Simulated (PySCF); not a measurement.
C4H4NP.
Bonds: N1–C2 (triple), C2–C3, C3–C4, C4–C5, C5–P6 (triple). Hydrogens: H7, H8 on C3; H9, H10 on C4.

Method used: delta-SCF UKS SCAN, pcX-2 on the ionised atom, pcseg-1 elsewhere, spin-free X2C (PySCF 2.14.0). Binding energies are ΔSCF values: E(core-ionised, relaxed orbitals) − E(ground state) at a fixed geometry, referred to the vacuum level.

Some binding energies are withheld.

```json
{"atom(s)": "C2", "bonded to": "N (triple bond) and C", "level": "C 1s", "binding energy (eV)": "292.40"}
{"atom(s)": "C3", "bonded to": "2 C and 2 H", "level": "C 1s", "binding energy (eV)": "292.55"}
{"atom(s)": "C4", "bonded to": "2 C and 2 H", "level": "C 1s", "binding energy (eV)": "?"}
{"atom(s)": "C5", "bonded to": "C and P (triple bond)", "level": "C 1s", "binding energy (eV)": "291.11"}
{"atom(s)": "N1", "bonded to": "C (triple bond)", "level": "N 1s", "binding energy (eV)": "405.18"}
{"atom(s)": "P6", "bonded to": "C (triple bond)", "level": "P 1s", "binding energy (eV)": "?"}
{"atom(s)": "P6", "bonded to": "C (triple bond)", "level": "P 2p3/2", "binding energy (eV)": "?"}
```

Task: What is the P 2p3/2 binding energy of P6?

Result: 136.71 eV (phosphorus bonded to C), with 2p1/2 at 137.60 eV.

Task: Fill in C 1s for C4.

Result: 292.18 eV (chain CH2 carbon). The nearest listed C 1s value is that of C2; the shift against it is -0.22 eV.

Task: Fill in P 1s for P6.

Result: 2150.22 eV (phosphorus bonded to C).

The listed C 1s values span 1.44 eV, from C5 (bonded to C and P (triple bond)) to C3 (bonded to 2 C and 2 H). The widest gap between neighbouring values is 1.07 eV, between 291.11 and 292.18 eV. Summing the Pauling electronegativity differences to the bonded atoms, each weighted by its formal bond order, gives -1.08 for the lowest site and -0.70 for the highest; the largest sum, +1.47, belongs to C2, 0.15 eV below the top.

Task: Which photon energy gives electrons from P 2p3/2 of P6 a kinetic energy of 150 eV, and what is their de Broglie wavelength?

Result: hν = 136.71 + 150 = 286.71 eV, recoil neglected; λ = 12.264 Å/√(E/eV) = 1.00 Å.

The unrestricted hole states depart most from a pure doublet (⟨S²⟩ = 0.75; over 0.85 named) for C 1s of C5 (0.99), which makes this value less certain. Spin–orbit coupling isn't in the SCF: each 2p doublet comes from a relaxed spin-free hole plus a matrix of the shell (mean-field spin–orbit coupling and the ground-state 2p splitting), with 2p3/2 averaged over its two sublevels. 2p1/2 minus 2p3/2 (ligand field included): P 0.89 eV. Isolated species at its GFN2-xTB geometry (one conformer only).

The run took 48 s on one thread of an Arm Neoverse V1 (shared host), and the process peaked at 0.47 GiB of memory.

Shape of the structure used: `[N:1]#[C:2][CH2:3][CH2:4][C:5]#[P:6]`: C2–C3–C4–C5 180°.
